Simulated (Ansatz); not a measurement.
# C2H6F: the cost of one run

Method: the levels named in each step, in Ansatz 0.2.0.

## (1) The system as given

Bond lengths: C2–C3 1.470 Å, F1–H4 0.932 Å, C2–H5 1.072 Å, C2–H6 1.072 Å, C3–H7 1.098 Å, C3–H8 1.089 Å, C3–H9 1.090 Å. Angles: C2–C3–H7 111.6°, C2–C3–H8 111.3°, C2–C3–H9 111.2°, H7–C3–H8 106.6°, H7–C3–H9 106.5°, H8–C3–H9 109.4°, C3–C2–H5 120.7°, C3–C2–H6 120.5°, H5–C2–H6 118.4°.

Structure file:

```xyz
9

F     1.8583   -1.2676   -0.7953
C    -1.3867    1.4146    1.0868
C    -1.2470    0.3665    0.0660
H     2.7247   -1.1376   -1.1144
H    -0.9306    2.3755    0.9501
H    -1.8427    1.1958    2.0324
H    -0.3396   -0.2321    0.2218
H    -1.1691    0.7948   -0.9324
H    -2.0860   -0.3281    0.0969
```

## (2) A rough first relaxation, PBE-D4/def2-SVP

This run stands in another session on the same molecule. It ended at:

```xyz
9

F     1.6700   -0.3147   -0.3347
C    -0.5558    0.8464    0.8729
C    -1.2828    0.1730   -0.2356
H     1.0938    0.2213    0.2043
H    -0.3949    1.9375    0.8559
H    -0.4614    0.3510    1.8541
H    -1.0334   -0.9056   -0.2956
H    -1.0639    0.6337   -1.2197
H    -2.3903    0.2393   -0.0896
```

## (3) Relaxation, B2PLYP/def2-TZVPP

input.yaml reads:

```yaml
crystal:
  periodic: [false, false, false]
  atoms:
    - { symbol: F, position_ang: [1.67002964, -0.31472804, -0.33473774] }
    - { symbol: C, position_ang: [-0.55580399, 0.84638747, 0.87286238] }
    - { symbol: C, position_ang: [-1.28282635, 0.17296704, -0.23563638] }
    - { symbol: H, position_ang: [1.09382056, 0.22125548, 0.20425883] }
    - { symbol: H, position_ang: [-0.39492751, 1.93754889, 0.85585282] }
    - { symbol: H, position_ang: [-0.46136341, 0.35099212, 1.85408212] }
    - { symbol: H, position_ang: [-1.03336337, -0.90557907, -0.29558522] }
    - { symbol: H, position_ang: [-1.06393424, 0.6337117, -1.21966856] }
    - { symbol: H, position_ang: [-2.39025132, 0.2392644, -0.08955824] }
magnetization:
  spin_polarized: true
  initial_magnetization: 1
basis:
  gaussian: { orbitals: def2-TZVPP }
hamiltonian:
  xc: { name: B2PLYP }
relax:
  f_tol: 0.002
  max_steps: 150
```

The run is started by

```bash
> ansatz run input.yaml --threads 4 --pin off --max-ram 10240MiB --backend cpu --events-out ev --progress --plain --runs-dir out
```

**Question.** How long does this run take on 4 threads of Intel Xeon at 2.50GHz (Skylake/Cascade Lake), shared host, and how much memory does it need?

About 4 min, with a peak of 0.95 GiB.
